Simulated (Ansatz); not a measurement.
**Cost against result**

Saddle point of CH$_{6}$BN, closed shell (CH₃N ([CH2][NH]) + BH₃ → CH₆BN ([BH2][NH][CH3]); bonds formed: H2–C6; dative contacts that become bonds: B1–N5; bonds broken: B1–H2), PBE0-D4/def2-TZVP structure:

```csv
atom,x (Å),y (Å),z (Å)
B1,-0.4809,-0.4292,-0.8158
H2,-0.9848,-1.0622,0.1140
H3,-1.3617,0.2810,-1.2395
H4,0.1810,-1.0984,-1.5588
N5,0.5218,0.7972,-0.1691
C6,0.6286,0.1350,0.9284
H7,0.0553,1.6913,-0.0640
H8,0.3022,0.5093,1.9013
H9,1.1386,-0.8241,0.9035
```

Barriers are electronic and count from the start structure reached by relaxing down the imaginary mode.

Computed with Ansatz 0.2.0 (basis: as named in each row); correlated methods freeze the cores. B3LYP uses VWN-RPA correlation. Extrapolation: Hartree–Fock as exp(−7.88 √X), correlation as X^−2.97.

Times are rough, for one single point on 2 threads of a shared host (Arm Neoverse V1).

The estimate by CCSD(T) at an estimated basis limit (MP2 extrapolated from triple and quadruple zeta, plus CCSD(T) − MP2 in triple zeta) is 27.05 kcal/mol.

```csv
method,basis,time (s),barrier (kcal/mol),method less estimate
HF,STO-3G,under 1,35.08,8.04
PBE-D4,STO-3G,under 1,31.67,4.63
SPW92,def2-SVP,under 1,27.76,0.71
B3LYP-D4,6-31G,under 1,32.52,5.47
PBE-D4,def2-SVP,under 1,26.82,-0.23
PBE0-D4,def2-SVP,under 1,27.25,0.20
SPW92,def2-TZVPP,under 1,26.56,-0.48
CCSD(T),def2-SVP,1,29.14,2.09
PBE-D4,def2-TZVPP,2,25.62,-1.42
BLYP-D4,def2-TZVPP,2,26.61,-0.44
PBE0-D4,def2-TZVPP,2,26.01,-1.04
B3LYP-D4,def2-TZVPP,2,27.04,-0.01
BHLYP-D4,def2-TZVPP,2,27.64,0.60
CAM-B3LYP-D4,def2-TZVPP,2,27.56,0.51
r2SCAN-D4,def2-TZVPP,3,25.88,-1.17
wB97M-V,def2-SVP,3,26.66,-0.39
r2SCAN0-D4,def2-TZVPP,3,26.15,-0.89
RPA on PBE,def2-TZVPP,3,25.38,-1.67
B2PLYP,def2-TZVPP,3,26.90,-0.15
PBE-QIDH,def2-TZVPP,3,26.26,-0.79
wB97X-V,def2-TZVPP,6,25.94,-1.11
wB97M-V,def2-TZVPP,6,25.62,-1.43
B97M-V,def2-TZVPP,6,26.42,-0.63
MP2,def2-QZVPP,13,26.51,-0.54
CCSD(T),def2-TZVPP,26,27.05,0.00
```

All methods are single points on the PBE0-D4 structures.

T1 diagnostic: at most 0.017.

Labels in which every atom is bracketed show which atoms are joined, not bond orders.
